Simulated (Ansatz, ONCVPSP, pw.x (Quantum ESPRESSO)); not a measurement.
What a changed setting does to a pw.x run (fcc Hf)

Potential: optimised norm-conserving Vanderbilt (ONCV), ONCVPSP 4.0.1.1 (patched build), PBEsol; core [Kr] 4d10 4f14, reference 5s2 5p6 5d2 6s2; waves: 5s+6s: rc 1.60 bohr, ncon 4, nbas 8, qcut 8.5 1/bohr, 2 projectors; 5p: rc 1.50 bohr, ncon 4, nbas 7, qcut 4.6 1/bohr, 3 projectors, debl 1.3 Ha; 5d: rc 1.50 bohr, ncon 4, nbas 7, qcut 6.5 1/bohr, local; local part: the d channel; core correction: polynomial model core, fcfact 0.75. In the p channel the program set the typed energies aside and used -1.308, 0.250, 1.550 Ha.

The reference run (k-mesh 13³, cutoffs 155/620 Ry, Fermi–Dirac 0.01 Ry, mixing_beta 0.4, conv_thr 1e-9, no spin) gives -0.68 GPa at 21.622 Å³/atom, where all-electron LAPW gives 0.13 GPa. This run, with its own iteration cap, changes degauss to 0.02.

```
&control
  calculation='scf', prefix='x', pseudo_dir='./', outdir='./tmp', tstress=.true., disk_io='none'
/
&system
  ibrav=0, nat=1, ntyp=1, ecutwfc=155, ecutrho=620, nbnd=14,
  occupations='smearing', smearing='fd', degauss=0.02
/
&electrons
  conv_thr=1e-09, mixing_beta=0.4, electron_maxstep=50
/
ATOMIC_SPECIES
Hf 1.0 Hf.UPF
CELL_PARAMETERS angstrom
  0.00000000 2.21116910 2.21116910
  2.21116910 0.00000000 2.21116910
  2.21116910 2.21116910 0.00000000
ATOMIC_POSITIONS crystal
Hf 0.0000 0.0000 0.0000
K_POINTS automatic
13 13 13 0 0 0
```

```bash
pw.x < Hf.scf.in > Hf.scf.out
```

How does the run end?

It converges in 7 iterations; the free energy moves by -124.6 meV/atom and the pressure by +0.92 GPa. In a metal, with Fermi–Dirac smearing, F lies below its zero-width value by a term in the square of the width.

```
Message from routine setup:
     using ibrav=0 with symmetry is DISCOURAGED, use correct ibrav instead
     lattice parameter (alat)  =       5.9093  a.u.
     unit-cell volume          =     145.9125 (a.u.)^3
     number of electrons       =        12.00
     number of Kohn-Sham states=           14
     kinetic-energy cutoff     =     155.0000  Ry
     charge density cutoff     =     620.0000  Ry
     scf convergence threshold =      1.0E-09
     Exchange-correlation= PBESOL
     number of k points=    84  Fermi-Dirac smearing, width (Ry)=  0.0200
     iteration #  1     ecut=   155.00 Ry     beta= 0.40
     total energy              =    -136.31220087 Ry
     estimated scf accuracy    <       0.01541703 Ry
     iteration #  2     ecut=   155.00 Ry     beta= 0.40
     total energy              =    -136.31181152 Ry
     estimated scf accuracy    <       0.00304785 Ry
     iteration #  3     ecut=   155.00 Ry     beta= 0.40
     total energy              =    -136.31217116 Ry
     estimated scf accuracy    <       0.00013312 Ry
     iteration #  4     ecut=   155.00 Ry     beta= 0.40
     total energy              =    -136.31217890 Ry
     estimated scf accuracy    <       0.00000150 Ry
     iteration #  5     ecut=   155.00 Ry     beta= 0.40
     total energy              =    -136.31217946 Ry
     estimated scf accuracy    <       0.00000009 Ry
     iteration #  6     ecut=   155.00 Ry     beta= 0.40
     total energy              =    -136.31217947 Ry
     estimated scf accuracy    <          1.1E-09 Ry
     iteration #  7     ecut=   155.00 Ry     beta= 0.40
     the Fermi energy is    14.8689 ev
!    total energy              =    -136.31217947 Ry
     estimated scf accuracy    <          9.9E-11 Ry
     smearing contrib. (-TS)   =      -0.02357459 Ry
     The total energy is F=E-TS. E is the sum of the following terms:
     one-electron contribution =     -17.90895852 Ry
     hartree contribution      =      13.67691317 Ry
     xc contribution           =     -53.05458461 Ry
     ewald contribution        =     -79.00197492 Ry
     convergence has been achieved in   7 iterations
          total   stress  (Ry/bohr**3)                   (kbar)     P=        2.35
     Message from routine punch:
     Nothing written, as per user request (disk_io='none')
```

The run took about 1.8 min on one core of a shared host (Neoverse-N1, 64 threads, 124 GiB, load 55).
